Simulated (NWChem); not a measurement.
Everything below was run with NWChem. System: CH2O, charge 0, spin multiplicity 1, displaced from the optimised geometry. Level: CCSD(T)/cc-pVDZ, 2 core orbitals frozen, spin-restricted.

The NWChem input:

```
start mol
memory heap 100 mb stack 700 mb global 1900 mb
geometry units angstroms nocenter noautoz noautosym
  C      0.000000     0.000000     0.522802
  O      0.000000     0.000000    -1.271304
  H     -0.944428     0.000000     1.124670
  H      0.944428     0.000000     1.124670
end
basis spherical
  * library cc-pvdz
end
scf
  rhf
  nopen 0
  maxiter 100
  thresh 1e-7
  semidirect memsize 60000000 filesize 0
end
ccsd
  freeze core 2
  maxiter 60
end
task ccsd(t) energy
```

Output (cleaned and shortened):

```
             Northwest Computational Chemistry Package (NWChem) 7.3.0
             --------------------------------------------------------

                                NWChem Input Module
                                -------------------

 Scaling coordinates for geometry "geometry" by  1.889725989
 (inverse scale =  0.529177249)

                             Geometry "geometry" -> ""
                             -------------------------

 Output coordinates in angstroms (scale by  1.889725989 to convert to a.u.)

  No.       Tag          Charge          X              Y              Z
 ---- ---------------- ---------- -------------- -------------- --------------
    1 C                    6.0000     0.00000000     0.00000000     0.52280200
    2 O                    8.0000     0.00000000     0.00000000    -1.27130400
    3 H                    1.0000    -0.94442800     0.00000000     1.12467000
    4 H                    1.0000     0.94442800     0.00000000     1.12467000

 Effective nuclear repulsion energy (a.u.)      23.3957352269

            Nuclear Dipole moment (a.u.)
            ----------------------------
        X                 Y               Z
 ---------------- ---------------- ----------------
     0.0000000000     0.0000000000    -9.0409782526


 Summary of "ao basis" -> "" (spherical)
 ------------------------------------------------------------------------------
       Tag                 Description            Shells   Functions and Types
 ---------------- ------------------------------  ------  ---------------------
 *                          cc-pvdz                   on all atoms

 Summary of "ao basis" -> "ao basis" (spherical)
 ------------------------------------------------------------------------------
       Tag                 Description            Shells   Functions and Types
 ---------------- ------------------------------  ------  ---------------------
 C                          cc-pvdz                  6       14   3s2p1d
 O                          cc-pvdz                  6       14   3s2p1d
 H                          cc-pvdz                  3        5   2s1p

                                 NWChem SCF Module
                                 -----------------

  ao basis        = "ao basis"
  functions       =    38
  atoms           =     4
  closed shells   =     8
  open shells     =     0
  charge          =   0.00
  wavefunction    = RHF
  use symmetry    = F
  symmetry adapt  = F

 Summary of "ao basis" -> "ao basis" (spherical)
 ------------------------------------------------------------------------------
       Tag                 Description            Shells   Functions and Types
 ---------------- ------------------------------  ------  ---------------------
 C                          cc-pvdz                  6       14   3s2p1d
 O                          cc-pvdz                  6       14   3s2p1d
 H                          cc-pvdz                  3        5   2s1p

 Forming initial guess at       0.0s

      Superposition of Atomic Density Guess
      -------------------------------------

 Sum of atomic energies:        -113.42837521

      Non-variational initial energy
      ------------------------------

 Total energy =    -113.173498
 1-e energy   =    -200.970243
 2-e energy   =      64.401009
 HOMO         =      -0.362160
 LUMO         =      -0.113061

 Starting SCF solution at       0.2s

 ----------------------------------------------
         Quadratically convergent ROHF
[...]
  18     -0.3814206246 -7.044D-08  4.522D-07     0.43     0.00     0.42
                  *************converged*************
-------------------------------------------------------------------------

 -----------
 CCSD Energy
 -----------
 Reference energy:            -113.648830137174741
 CCSD corr. energy:             -0.381420624623854
 Total CCSD energy:           -114.030250761798598

 --------------------------------
 Spin Component Scaled (SCS) CCSD
 --------------------------------
 Same spin contribution:                 -0.083424205235294
 Same spin scaling factor:                1.130000000000000
 Opposite spin contribution:             -0.297996419388559
 Opposite spin scaling fact.:             1.270000000000000
 SCS-CCSD correlation energy:            -0.472724804539353
 Total SCS-CCSD energy:                -114.121554941714095
 memory            104853916

*********triples calculation*********

nkpass=    1; nvpass=    1; memdrv=          35130; memtrn=         459790; memavail=      104853724
 memory available/node                      104853724
 total number of virtual orbitals        30
 number of virtuals per integral pass    30
 number of integral evaluations           1
 number of occupied per triples pass      6
 number of triples passes                 1

 commencing integral evaluation        1 at           8.76
  symmetry use  F
task         2 out of       171 done   1%  at       0.0 secs
task         9 out of       171 done   5%  at       0.0 secs
task        18 out of       171 done  10%  at       0.1 secs
task        26 out of       171 done  15%  at       0.1 secs
task        35 out of       171 done  20%  at       0.1 secs
task        43 out of       171 done  25%  at       0.1 secs
task        52 out of       171 done  30%  at       0.2 secs
task        60 out of       171 done  35%  at       0.2 secs
task        69 out of       171 done  40%  at       0.3 secs
task        77 out of       171 done  45%  at       0.3 secs
task        86 out of       171 done  50%  at       0.3 secs
task        95 out of       171 done  55%  at       0.3 secs
task       103 out of       171 done  60%  at       0.4 secs
task       112 out of       171 done  65%  at       0.4 secs
task       120 out of       171 done  70%  at       0.4 secs
task       129 out of       171 done  75%  at       0.4 secs
task       137 out of       171 done  80%  at       0.4 secs
task       146 out of       171 done  85%  at       0.4 secs
task       154 out of       171 done  90%  at       0.4 secs
task       163 out of       171 done  95%  at       0.5 secs
task       171 out of       171 done 100%  at       0.5 secs
 commencing triples evaluation - blocking       1
 ccsd(t): done        1 out of       30 progress:    3.3%
 ccsd(t): done        2 out of       30 progress:    6.7%
 ccsd(t): done        3 out of       30 progress:   10.0%
 ccsd(t): done        4 out of       30 progress:   13.3%
 ccsd(t): done        5 out of       30 progress:   16.7%
 ccsd(t): done        6 out of       30 progress:   20.0%
 ccsd(t): done        7 out of       30 progress:   23.3%
 ccsd(t): done        8 out of       30 progress:   26.7%
 ccsd(t): done        9 out of       30 progress:   30.0%
 ccsd(t): done       10 out of       30 progress:   33.3%
 ccsd(t): done       11 out of       30 progress:   36.7%
 ccsd(t): done       12 out of       30 progress:   40.0%
 ccsd(t): done       13 out of       30 progress:   43.3%
 ccsd(t): done       14 out of       30 progress:   46.7%
 ccsd(t): done       15 out of       30 progress:   50.0%
 ccsd(t): done       16 out of       30 progress:   53.3%
 ccsd(t): done       17 out of       30 progress:   56.7%
 ccsd(t): done       18 out of       30 progress:   60.0%
 ccsd(t): done       19 out of       30 progress:   63.3%
 ccsd(t): done       20 out of       30 progress:   66.7%
 ccsd(t): done       21 out of       30 progress:   70.0%
 ccsd(t): done       22 out of       30 progress:   73.3%
 ccsd(t): done       23 out of       30 progress:   76.7%
 ccsd(t): done       24 out of       30 progress:   80.0%
 ccsd(t): done       25 out of       30 progress:   83.3%
 ccsd(t): done       26 out of       30 progress:   86.7%
 ccsd(t): done       27 out of       30 progress:   90.0%
 ccsd(t): done       28 out of       30 progress:   93.3%
 ccsd(t): done       29 out of       30 progress:   96.7%
 ccsd(t): done       30 out of       30 progress:  100.0%
 Time for integral evaluation pass     1        0.47
 Time for triples evaluation pass      1        0.12

 pseudo-e(mp4)  -0.72666495763193E-01
 pseudo-e(mp5)   0.29586995641644E-01
        e(t)    -0.43079500121549E-01

 --------------
 CCSD(T) Energy
 --------------
 Reference energy:                    -113.648830137174741

 CCSD corr. energy:                     -0.381420624623854
 T(CCSD) corr. energy:                  -0.072666495763193
 Total CCSD+T(CCSD) energy:           -114.102917257561785

 CCSD corr. energy:                     -0.381420624623854
 (T) corr. energy:                      -0.043079500121549
 Total CCSD(T) energy:                -114.073330261920148

 routine      calls  cpu(0)   cpu-min  cpu-ave  cpu-max   i/o
 aoccsd          1     0.00     0.00     0.00     0.00    0.00
 iterdrv         1     0.01     0.01     0.01     0.01    0.00
 pampt          18     0.03     0.03     0.03     0.03    0.00
 t2pm           18     0.05     0.05     0.05     0.05    0.00
 sxy            18     0.12     0.12     0.12     0.12    0.00
 ints       526338     6.98     6.98     6.98     6.98    0.00
 t2eri        3078     0.64     0.64     0.64     0.64    0.00
 idx2         3078     0.19     0.19     0.19     0.19    0.00
 idx34          18     0.02     0.02     0.02     0.02    0.00
 ht2pm          18     0.07     0.07     0.07     0.07    0.00
 itm            18     0.18     0.18     0.18     0.18    0.00
 pdiis          18     0.02     0.02     0.02     0.02    0.00
 triples         1     0.00     0.00     0.00     0.00    0.00
 rdtrpo          1     0.00     0.00     0.00     0.00    0.00
 trpmos          1     0.47     0.47     0.47     0.47    0.00
 trpdrv          1     0.02     0.02     0.02     0.02    0.00
 dovvv        7560     0.03     0.03     0.03     0.03    0.00
 doooo        7560     0.01     0.01     0.01     0.01    0.00
 tengy        6480     0.04     0.04     0.04     0.04    0.00
 Total                 8.90     8.90     8.90     8.90    0.00

 Task  times  cpu:        9.6s     wall:        9.6s

 Total times  cpu:        9.6s     wall:        9.6s
```
